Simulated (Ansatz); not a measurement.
# HF with HCl: structure and interaction energy

The task here is to estimate one member of a computed series from the others.

The runs use Ansatz 0.2.0, Gaussian basis; PBE0-D4 structure, single points in def2-TZVPPD.

Levels: PBE-D4, revPBE-D4, BLYP-D4, r2SCAN-D4, B97M-V, PBE0-D4, B3LYP-D4, HSE06-D4, wB97X-V, wB97M-V, B2PLYP, Hartree-Fock, MP2, CCSD, CCSD(T). The reference is CCSD(T) extrapolated to the basis limit.

Cores are frozen in the correlated methods. B3LYP uses VWN-RPA correlation. B2PLYP carries no dispersion term here.

176 further runs of the same task are left out: 176 set aside as unsound or not needed.

### Where the work starts

The pair, from a GFN2-xTB docking trial: 4 atoms, charge 0, spin multiplicity 1.

Atoms are counted from 1 here; the program's logs count them from 0.

Bond lengths: F1–H2 0.945 Å, Cl3–H4 1.281 Å.

Coordinates:

```xyz
4
ClFH2
F     0.3590    0.1250   -1.5353
H    -0.2631    0.0559   -0.8274
Cl   -0.6829   -0.0970    1.2653
H     0.5869   -0.0840    1.0974
```

Atoms 1 to 2 are fragment A (HF), the rest fragment B (HCl).

Set-up of the first run:

File pre/in.yaml:

```yaml
crystal:
  periodic: [false, false, false]
  atoms:
    - {symbol: F, position_ang: [0.359000, 0.125000, -1.535300]}
    - {symbol: H, position_ang: [-0.263100, 0.055900, -0.827400]}
    - {symbol: Cl, position_ang: [-0.682900, -0.097000, 1.265300]}
    - {symbol: H, position_ang: [0.586900, -0.084000, 1.097400]}
basis:
  gaussian: {orbitals: def2-SVP}
hamiltonian: {xc: pbe, dispersion: d4}
relax: {f_tol: 0.03, max_steps: 250}
```

On the command line:

```console
$ ansatz run in.yaml --threads 2 --pin off --events-out ev --progress --plain --max-ram 5222MiB
```

Among the steps run: A first relaxation in a small basis; Relaxation at PBE0-D4; PBE-D4/def2-TZVPPD; r2SCAN-D4/def2-TZVPPD; PBE0-D4/def2-TZVPPD; B3LYP-D4/def2-TZVPPD; wB97X-V/def2-TZVPPD; wB97M-V/def2-TZVPPD; B2PLYP/def2-TZVPPD; BLYP-D4/def2-TZVPPD; revPBE-D4/def2-TZVPPD; B97M-V/def2-TZVPPD; HSE06-D4/def2-TZVPPD; CCSD(T)/def2-TZVPPD; Vibrations of the pair.

One table of the session follows, with a row left open; its other results are not shown here.

```
      method  interaction (kcal/mol)
      PBE-D4                   -3.02
   revPBE-D4                   -2.24
     BLYP-D4                   -2.50
   r2SCAN-D4                   -3.05
      B97M-V                   -3.02
     PBE0-D4                   -2.93
    B3LYP-D4                   -2.73
    HSE06-D4                   -2.94
     wB97X-V                   -2.76
     wB97M-V                       ?
      B2PLYP                   -2.43
Hartree-Fock                   -1.55
         MP2                   -2.46
        CCSD                   -2.14
     CCSD(T)                   -2.31
 CCSD(T)/CBS                   -2.65
```

Q: Estimate the row for wB97M-V from the others.

As computed: interaction (kcal/mol): -2.70. In the column «interaction (kcal/mol)» it lies between B3LYP-D4 (-2.73) and CCSD(T)/CBS (-2.65).
